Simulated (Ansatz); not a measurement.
Cr, bcc: geometry optimisation

All numbers below come from DFT, r2SCAN, plane waves (500 eV) with PAW, scalar-relativistic in Ansatz. The PAW files were generated under PBE, with cores re-solved for the functional.

k-point mesh 11×11×11, Fermi-Dirac smearing 0.05 eV, starting moments 1.50, -1.50 μB. Cell and atoms relax.

Starting structure:

```cif
data_structure
_symmetry_space_group_name_H-M 'P 1'
_symmetry_Int_Tables_number 1
_cell_length_a 2.8839
_cell_length_b 2.8839
_cell_length_c 2.8839
_cell_angle_alpha 90.000
_cell_angle_beta 90.000
_cell_angle_gamma 90.000
_cell_volume 23.99
loop_
_atom_site_label
_atom_site_type_symbol
_atom_site_fract_x
_atom_site_fract_y
_atom_site_fract_z
_atom_site_occupancy
Cr1 Cr 0.00000 0.00000 0.00000 1
Cr2 Cr 0.50000 0.50000 0.50000 1
```

Problem. The pressure at the start is 10.1 GPa. By how much does the volume change?

Solution. From 11.99 to 13.01 Å³ per atom, 8.5 %. The final cell has a = 2.964 Å.

Problem. How much energy does the relaxation gain?

Solution. 30.3 meV per atom.

Path of the relaxation (the plane waves are chosen anew near the end, which can shift the energy a little):

```json
{"step": "0", "E − E(final) (meV/atom)": "30.31", "V (Å³/atom)": "11.993", "P (GPa)": "10.08", "max force (eV/Å)": "0.000"}
{"step": "1", "E − E(final) (meV/atom)": "9.16", "V (Å³/atom)": "12.449", "P (GPa)": "5.15", "max force (eV/Å)": "0.000"}
{"step": "2", "E − E(final) (meV/atom)": "0.72", "V (Å³/atom)": "12.964", "P (GPa)": "0.43", "max force (eV/Å)": "0.000"}
{"step": "3", "E − E(final) (meV/atom)": "0.68", "V (Å³/atom)": "13.015", "P (GPa)": "0.01", "max force (eV/Å)": "0.000"}
{"step": "4", "E − E(final) (meV/atom)": "0.00", "V (Å³/atom)": "13.015", "P (GPa)": "0.03", "max force (eV/Å)": "0.000"}
```

Problem. Which magnetic state does it end in?

Solution. antiferromagnetic, largest moment 2.53 μB in the atomic sphere; moments 2.53, -2.53 μB.

Real chromium orders in an incommensurate spin-density wave, which this two-atom cell only mimics.
